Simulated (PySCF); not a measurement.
water cation (H2O), SMILES O (connectivity only; charge and spin as stated), charge +1, multiplicity 2.

Geometry optimised at B3LYP-D3(BJ)/def2-TZVPD. The multiplicity is an assumed one; other spin states were not compared.

Two levels are set side by side: PBE/def2-TZVPD (PySCF) and PBE0/def2-TZVPD (PySCF). Same geometry, gas phase. Differences are taken from unrounded values.

```json
[
 {"quantity": "α-spin orbital gap (eV)", "PBE0": "15.76"},
 {"quantity": "β-spin orbital gap (eV)", "PBE0": "6.98"},
 {"quantity": "mean polarisability (bohr³)", "PBE0": "5.3"}
]
```

What does PBE give, and how far is it from PBE0? (Estimate from the structure and the level; the computed values follow.)


| quantity | PBE | PBE minus PBE0 |
|---|---|---|
| α-spin orbital gap (eV) | 12.57 | -3.20 |
| β-spin orbital gap (eV) | 2.75 | -4.23 |
| mean polarisability (bohr³) | 5.5 | 0.2 |

Loosely held outer electrons make PBE densities more polarisable. Differences between two approximate levels are no errors against the true value.

Rough cost on one machine, each run with all the roots and properties that it gave: PBE0 against PBE within a factor of 2.
